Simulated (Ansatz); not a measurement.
A nudged elastic band was laid between two geometries of H3P + H6Si2 (12 atoms, charge 0, multiplicity 1).

The calculation used Ansatz, RKS revPBE-D4/6-31G*.

* movable images: 5
* climbing image: yes
* spring: 5.0 eV/Å²
* optimiser: quadratic models (default)
* start path: through a guess of the saddle point
* force threshold: 0.03 eV/Å
* iteration limit: 60
* end points: relaxed

Initial state:

```xyz
12
Properties=species:S:1:pos:R:3
Si -0.205 0.299 -0.137
H -0.321 0.368 1.358
H 1.253 0.311 -0.496
H -0.837 1.536 -0.710
Si -1.266 -1.635 -0.980
H -1.945 -2.396 0.122
H -2.306 -1.257 -1.996
H -0.277 -2.548 -1.644
P 1.732 -2.932 1.581
H 0.467 -3.520 1.238
H 1.914 -2.392 0.263
H 1.116 -1.728 2.063
```

Final state:

```xyz
12
Properties=species:S:1:pos:R:3
Si 0.584 -0.508 -0.530
H -0.959 -0.499 2.769
H 1.328 0.046 -1.714
H 0.184 0.653 0.336
Si -1.302 -1.722 -1.227
H -2.035 -2.248 -0.025
H -2.255 -0.893 -2.043
H -0.862 -2.895 -2.056
P 2.081 -1.762 0.663
H 1.075 -2.424 1.447
H 2.117 -2.817 -0.313
H -0.632 -0.827 3.356
```

Q: What changes between the two ends?

A: Bonds broken: Si1–H2, P9–H12. Bonds formed: Si1–P9, H2–H12. H3P + H6Si2 becomes H2 + H7PSi2.

Q: Give the energies along the band, and the barrier.

A: It converged. The highest image is number 2 of 0 to 6, 269.9 kJ/mol above the first end and 283.4 kJ/mol above the last; the last end lies 13.4 kJ/mol below the first. Neighbouring images differ by up to 2.6 eV, so the band resolves the path poorly. A vibrational analysis at the climbing image gives one clearly imaginary mode, 1615i cm⁻¹: a first-order saddle point. The orbitals stay closed-shell, which can raise the energy where a bond breaks towards radicals; this wasn't checked here.

| image | path coordinate (Å) | energy (kJ/mol) | Si1–H2 (Å) | P9–H12 (Å) | Si1–P9 (Å) |
| --- | --- | --- | --- | --- | --- |
| 0 | 0.00 | 0.0 | 1.50 | 1.44 | 4.14 |
| 1 | 1.24 | 22.1 | 1.51 | 1.44 | 3.58 |
| 2 | 2.48 | 269.9 | 1.79 | 1.85 | 2.81 |
| 3 | 4.04 | 23.7 | 2.79 | 2.44 | 2.32 |
| 4 | 5.60 | -12.5 | 3.72 | 3.08 | 2.29 |
| 5 | 7.16 | -13.4 | 3.75 | 3.53 | 2.29 |
| 6 | 8.72 | -13.4 | 3.64 | 3.94 | 2.29 |

Q: What is the geometry of the highest image?

A: 
```xyz
12
Properties=species:S:1:pos:R:3
Si 0.000 -0.226 0.093
H 0.430 0.379 1.722
H 1.261 0.257 -0.543
H -0.991 0.926 0.151
Si -1.199 -1.894 -1.093
H -2.096 -2.612 -0.128
H -2.063 -1.267 -2.157
H -0.264 -2.886 -1.717
P 1.400 -2.299 1.380
H 0.238 -3.133 1.283
H 1.861 -2.557 0.049
H 0.748 -0.582 1.625
```

The run took 5.4 min on 1 thread of AMD EPYC 7B13 (Zen 3) (shared host), peak memory 0.15 GiB.
